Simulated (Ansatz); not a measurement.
# PH+ (doublet): from Hartree-Fock to the top rungs at distance P1–H2 = 3.148 Å, cc-pVTZ

How much of the correlation energy of PH+ (doublet) does each wave-function method recover here?

Computed with Ansatz 0.2.0, Gaussian basis. Level: cc-pVTZ, core rule «outside noble gas», up to 5 orbitals frozen.

The runs, in order: UHF; CCSD(T) on ROHF; CCSD(T) on UHF; BCCD(T) on ROHF; CISD; CCSDT(Q) on ROHF; CCSDT(Q) on UHF; CASSCF and MRCISD+Q, 3 electrons in 3 orbitals; CASSCF and NEVPT2, 3 electrons in 3 orbitals; CASSCF and MRCISD+Q, 5 electrons in 5 orbitals; CASSCF and NEVPT2, 5 electrons in 5 orbitals; Full CI; Full CI in the symmetry of the determinant.

27 further runs of the same task are left out: 1 for a known fault of the program, 20 that didn't finish, 6 set aside as unsound or not needed.

### 1 The geometry

The geometry derives from a PBE0/def2-TZVP stationary point (not a proven minimum). One bond is set to the value named and the two fragments are kept rigid.

2 atoms, charge 1, spin multiplicity 2.

Atoms are counted from 1 here; the program's logs count them from 0.

No contacts short enough for the rule that draws bonds.

### 2 UHF

Input file in.yaml:

```yaml
crystal:
  periodic: [false, false, false]
  atoms:
    - {symbol: P, position_ang: [0.000000, 0.000000, 0.000000]}
    - {symbol: H, position_ang: [0.000000, 0.000000, 3.148000]}
basis:
  gaussian: {orbitals: cc-pVTZ}
total_charge: 1
magnetization: {spin_polarized: true, initial_magnetization: 1}
hamiltonian: {xc: hf}
output: {orbitals: {seedname: orbitals}}
```

Started as:

```sh
$ ansatz run in.yaml --threads 1 --pin off --events-out ev --progress --plain --max-ram 2393MiB
```

After this run come: CCSD(T) on ROHF; CCSD(T) on UHF; BCCD(T) on ROHF; CISD; CCSDT(Q) on ROHF; CCSDT(Q) on UHF; CASSCF and MRCISD+Q, 3 electrons in 3 orbitals; CASSCF and NEVPT2, 3 electrons in 3 orbitals; CASSCF and MRCISD+Q, 5 electrons in 5 orbitals; CASSCF and NEVPT2, 5 electrons in 5 orbitals; Full CI; Full CI in the symmetry of the determinant.

Before running them: what should the planned runs give, taken together? Wanted: FCI below the RHF energy; RMP2 from FCI; UMP2 from FCI; RCCSD from FCI; RCCSD(T) from FCI; UCCSD(T) from FCI; RCCSDT(Q) from FCI; UCCSDT(Q) from FCI; NEVPT2 pair from FCI.

As calculated:

| quantity | value |
| --- | --- |
| FCI below the RHF energy | -4.5622 eV |
| RMP2 from FCI | +2000.9 meV |
| UMP2 from FCI | +678.6 meV |
| RCCSD from FCI | +229.9 meV |
| RCCSD(T) from FCI | +21.8 meV |
| UCCSD(T) from FCI | +64.4 meV |
| RCCSDT(Q) from FCI | -14.2 meV |
| UCCSDT(Q) from FCI | +24.4 meV |
| NEVPT2 pair from FCI | +593.4 meV |
| MRCISD+Q pair from FCI | -35.6 meV |
| NEVPT2 valence from FCI | +522.3 meV |
| levels within 1 kcal/mol (43 meV) | RCCSD(T), RCCSDT, UCCSDT, RCCSDT(Q), UCCSDT(Q), MRCISD+Q pair, MRCISD+Q valence |
| T1 diagnostic | 0.299 |
| effectively unpaired electrons | 2.68 |

**Reading.** RCCSD(T) lands +21.8 meV from the yardstick (0.5 % of the correlation energy). CCSD(T) misses by +21.8 meV on the restricted determinant and by +64.4 meV on the unrestricted one; the two need not hold the same state or core. RCCSDT(Q), MRCISD+Q pair fall below full CI, which methods that aren't variational can do. The occupations show strong static correlation (2.7 unpaired electrons where one determinant has 1). Coupled cluster on one determinant still stays close here. Of the multireference levels listed MRCISD+Q valence comes nearest in total energy (+6.4 meV), which doesn't show that its space is the better one. Coupled cluster took another determinant than the lowest Hartree-Fock one. These misses are within one basis, not against nature; the frozen cores of restricted and unrestricted runs differ, which can shift their rows.
